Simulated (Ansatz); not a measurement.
Born–Oppenheimer molecular dynamics of C₂H₄Na (7 atoms, charge 1, multiplicity 1). It starts at the highest image of a converged band, a first-order saddle point between two minima.

Level of theory: Ansatz, RKS BHLYP-D4/6-31G*.

```
ensemble                      : NVE (velocity Verlet)
time step                     : 0.5 fs
steps asked                   : 200
starting velocities drawn for : 100 K
seed                          : 9836
```

First frame:

```xyz
7
Properties=species:S:1:pos:R:3
C -0.626 0.243 -0.506
C 0.569 -0.033 0.127
Na 1.572 -2.037 1.018
H -1.413 -0.499 -0.561
H -0.846 1.185 -0.999
H -0.458 0.288 0.809
H 1.202 0.853 0.111
```

(1) What does the run give?

(2) What happens to the structure?

(3) How do temperature and energy run in time?

Results:

(1) All steps were run.

```yaml
steps_done: 200
time_covered: 100 fs
mean_temperature_over_the_second_half: 168 K
spread_of_the_potential_energy_over_the_second_half: 4.3 meV per atom
mean_potential_energy_of_the_second_half_above_the_start: -6.3 meV per atom
```

The conserved energy stayed within 0.038 meV per atom of its start (net change 0.007 meV per atom), so the integration is sound. The system heated up, since it started high on the potential surface and ran downhill. A run of 0.1 ps of so small a system gives no equilibrium averages. The orbitals stay closed-shell, which can raise the energy where a bond breaks towards radicals; this wasn't checked here. Limits of this set-up: the dipole of an ion depends on the origin.

(2) The step under study would form C2–H6 and break C1–H6. These pairs go: C2–H6 1.27 → 1.73 Å, C1–H6 1.33 → 1.14 Å. In the last frame they stand as before the step (other bonds may differ from the relaxed reactants and products). It ends as one piece, C2H4Na (total charge +1). Pairs count as bonded within 1.25 times the sum of covalent radii (0.12 Å more for H–H). This is one draw of velocities; another would differ in detail.

(3) 
```csv
time (fs),T (K),potential energy less start (eV),conserved less start (meV/atom)
0.0,100,0.000,0.00
3.0,57,0.028,0.03
6.0,23,0.050,0.03
9.0,28,0.047,0.03
12.0,65,0.023,0.02
15.0,84,0.010,0.01
18.0,48,0.034,0.03
21.0,35,0.042,0.02
24.0,31,0.045,0.03
27.0,53,0.031,0.02
30.0,73,0.018,0.02
33.0,74,0.017,0.03
36.0,82,0.012,0.02
39.0,82,0.012,0.03
42.0,111,-0.007,0.02
45.0,148,-0.031,0.02
48.0,185,-0.055,0.02
51.0,202,-0.066,0.01
54.0,193,-0.060,0.03
57.0,213,-0.073,0.02
60.0,236,-0.088,0.02
63.0,221,-0.078,0.01
66.0,148,-0.031,0.02
69.0,84,0.011,0.03
72.0,87,0.008,0.02
75.0,117,-0.011,0.03
78.0,177,-0.050,0.01
81.0,201,-0.065,0.02
84.0,180,-0.052,0.01
87.0,120,-0.012,0.03
90.0,118,-0.012,0.03
93.0,185,-0.055,0.01
96.0,217,-0.075,0.00
99.0,164,-0.042,0.00
```

Run time: 11 min on 1 thread of Arm Neoverse N1, with other jobs on the host, peak memory 0.1 GiB.
